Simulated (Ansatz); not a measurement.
**Al₂H₂ (triplet): the correlation ladder at distance Al1–Al2 = 6.355 Å, 6-31G**

An exercise on one series of results from a longer session: the logs are not shown, and one member is left open.

Computed with Ansatz 0.2.0, Gaussian basis. Level: 6-31G, core rule «outside noble gas», up to 10 orbitals frozen.

The runs, in order: UHF; CCSD(T) on ROHF; CCSD(T) on UHF; BCCD(T) on ROHF; CISD; CCSDT(Q) on ROHF; CCSDT(Q) on UHF; CISDTQ; CASSCF and MRCISD+Q, 4 electrons in 4 orbitals; CASSCF and NEVPT2, 4 electrons in 4 orbitals; CASSCF and MRCISD+Q, 8 electrons in 10 orbitals; CASSCF and NEVPT2, 8 electrons in 10 orbitals; Full CI.

20 further runs of the same task are left out: 16 that didn't finish, 4 set aside as unsound or not needed.

### The geometry

The geometry derives from a PBE0/def2-TZVP stationary point (not a proven minimum). One bond is set to the value named and the two fragments are kept rigid.

4 atoms, charge 0, spin multiplicity 3.

Atoms are counted from 1 here; the program's logs count them from 0.

Bond lengths: Al1–H3 1.575 Å, Al2–H4 1.575 Å.

The first run:

File in.yaml:

```yaml
crystal:
  periodic: [false, false, false]
  atoms:
    - {symbol: Al, position_ang: [0.000000, 0.000000, 3.177500]}
    - {symbol: Al, position_ang: [0.000000, 0.000000, -3.177500]}
    - {symbol: H, position_ang: [0.000000, 0.000000, 4.752043]}
    - {symbol: H, position_ang: [0.000000, 0.000000, -4.752043]}
basis:
  gaussian: {orbitals: 6-31G}
magnetization: {spin_polarized: true, initial_magnetization: 2}
hamiltonian: {xc: hf}
output: {orbitals: {seedname: orbitals}}
```

Launch:

```sh
$ ansatz run in.yaml --threads 1 --pin off --events-out ev --progress --plain --max-ram 2393MiB
```

Among the steps run: UHF; CCSD(T) on ROHF; CCSD(T) on UHF; BCCD(T) on ROHF; CISD; CCSDT(Q) on ROHF; CCSDT(Q) on UHF; CISDTQ; CASSCF and MRCISD+Q, 4 electrons in 4 orbitals; CASSCF and NEVPT2, 4 electrons in 4 orbitals; CASSCF and MRCISD+Q, 8 electrons in 10 orbitals; CASSCF and NEVPT2, 8 electrons in 10 orbitals; Full CI.

One table of the session follows, with a row left open; its other results are not shown here.

```
   method  from FCI (meV)
     ROHF         +2020.6
      UHF         +2004.7
     RMP2          +761.0
     UMP2          +776.5
     CISD          +139.0
    RCCSD           +27.0
    UCCSD           +25.3
 RCCSD(T)           +10.4
 UCCSD(T)            +9.8
  BCCD(T)            +9.7
   RCCSDT            +1.9
   UCCSDT            +1.6
   CISDTQ               ?
RCCSDT(Q)            +0.7
UCCSDT(Q)            +0.5
      FCI               0
```

Estimate the missing values for CISDTQ.

**Answer.** from FCI (meV): +3.9. In the column «from FCI (meV)» it lies between RCCSDT (+1.9) and BCCD(T) (+9.7).

Left out of the table: CASSCF pair, NEVPT2 pair, MRCISD pair, MRCISD+Q pair, CASSCF valence, NEVPT2 valence, MRCISD valence, MRCISD+Q valence (the active space lost an orbital or holds another state than full CI finds).

To keep in mind: The program flags RCCSD(T), UCCSD(T) as in doubt, so those rows may rest on another solution; read them beside their warnings. Levels on UHF freeze UHF's core orbitals, full CI those of ROHF, so the U rows can settle a little off it for that reason alone. Restricted and unrestricted rows rest on different reference determinants; where their highest levels disagree by more than a few hundredths of an eV, they describe different states and don't form one ladder.
